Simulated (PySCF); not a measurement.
Acetylethylenimine, C4H7NO.
Numbering: `[CH3:1][C:2](=[O:3])[N:4]1[CH2:5][CH2:6]1` (hydrogens: H7, H8, H9 on C1; H10, H11 on C5; H12, H13 on C6)

Structure optimised with GFN2-xTB, isolated species.

**Question.** What internal coordinates does the optimisation give?

**Answer.** 
```json
{"bond": "C1–C2", "length (bohr)": "2.860", "order": "single"}
{"bond": "C2=O3", "length (bohr)": "2.284", "order": "double"}
{"bond": "C2–N4", "length (bohr)": "2.571", "order": "single"}
{"bond": "N4–C5, N4–C6", "length (bohr)": "2.692", "order": "single"}
{"bond": "C5–C6", "length (bohr)": "2.813", "order": "single"}
{"bond": "C1–H7, C1–H8, C1–H9", "length (bohr)": "2.054", "order": "single"}
{"bond": "C5–H10 and 3 like bonds", "length (bohr)": "2.047", "order": "single"}
```

Bonds in one row agree within 0.02 bohr and their mean is given. Orders are formal, as drawn. A selection of angles:
```json
{"angle": "C2–C1–H7", "degrees": "110.3"}
{"angle": "H7–C1–H8", "degrees": "108.5"}
{"angle": "C1–C2–O3", "degrees": "124.5"}
{"angle": "C1–C2–N4", "degrees": "112.9"}
{"angle": "O3–C2–N4", "degrees": "122.4"}
{"angle": "C2–N4–C5", "degrees": "133.2"}
{"angle": "C2–N4–C6", "degrees": "134.9"}
{"angle": "C5–N4–C6", "degrees": "63.0"}
{"angle": "N4–C5–C6", "degrees": "58.4"}
{"angle": "N4–C5–H10", "degrees": "117.9"}
{"angle": "N4–C5–H11", "degrees": "116.0"}
{"angle": "C6–C5–H10", "degrees": "119.0"}
{"angle": "H10–C5–H11", "degrees": "114.6"}
{"angle": "N4–C6–C5", "degrees": "58.6"}
{"angle": "H12–C6–H13", "degrees": "114.4"}
```

Torsions: C1–C2–N4–C5 144° (anticlinal); C2–N4–C5–C6 -127° (anticlinal); C2–N4–C6–C5 125° (anticlinal). The mirror-image conformer, all signs reversed, is as good.

The 3-membered ring N4–C5–C6 has internal angles of 58.4° to 63.0°. The C–N distances run from 1.360 Å (C2–N4, drawn single) to 1.425 Å (N4–C5, drawn single), a spread of 0.065 Å. N4 (amide nitrogen) is pyramidal (angles 134.9°, 133.2° and 63.0°, sum 331.1°, 0.39 Å off the plane of its three neighbours). The C–C distances run from 1.489 Å (C5–C6, drawn single) to 1.513 Å (C1–C2, drawn single), a spread of 0.024 Å.

Point group: C1 (no symmetry element, even within 0.4 Å). Stationary, but not proved a minimum. The numbers are those of one conformer.

These are computed values.
